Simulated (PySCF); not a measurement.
SiH₂, SMILES [SiH2] (connectivity only; charge and spin as stated), neutral, multiplicity 1.

The structure is a stationary point at PBE-D3(BJ)/def2-TZVPD. The isomer is the one that the SMILES or the coordinates give; other isomers of the formula were not compared.

Computed with TDDFT-PBE/def2-TZVPD in PySCF 2.14.0.

Vertical excitations.  State labels are in the subgroup C2v.

Computed lowest excited states:
| state | symmetry | energy (eV) | λ (nm) | f | main pairs |
|---|---|---|---|---|---|
| S1 | B1 | 2.32 | 534 | 0.012 | HOMO→LUMO 101 % |
| S2 | A2 | 3.99 | 310 | 0.000 | HOMO−1→LUMO 100 % |
| S3 | A1 | 5.95 | 208 | 0.179 | HOMO→LUMO+2 99 % |
| S4 | B2 | 6.63 | 187 | 0.202 | HOMO→LUMO+1 92 % |
| S5 | A1 | 7.15 | 173 | 0.000 | HOMO→LUMO+3 95 % |
| S6 | A2 | 7.60 | 163 | 0.000 | HOMO→LUMO+5 100 % |
| S7 | B1 | 7.73 | 160 | 0.110 | HOMO→LUMO+6 91 % |
| S8 | A1 | 7.73 | 160 | 0.067 | HOMO→LUMO+4 74 %, HOMO−1→LUMO+1 25 % |
| S9 | B2 | 8.00 | 155 | 0.230 | HOMO−1→LUMO+2 95 % |
| S10 | B2 | 8.20 | 151 | 0.015 | HOMO→LUMO+7 99 % |
| T1 | B1 | 1.10 | 1128 | 0 | HOMO→LUMO 99 % |
| T2 | A2 | 3.39 | 366 | 0 | HOMO−1→LUMO 100 % |
| T3 | B2 | 4.91 | 252 | 0 | HOMO→LUMO+1 99 % |
| T4 | A1 | 5.58 | 222 | 0 | HOMO→LUMO+2 97 % |
Triplets are in the Tamm–Dancoff approximation, which puts them higher than full response would, so one can lie above its singlet here.
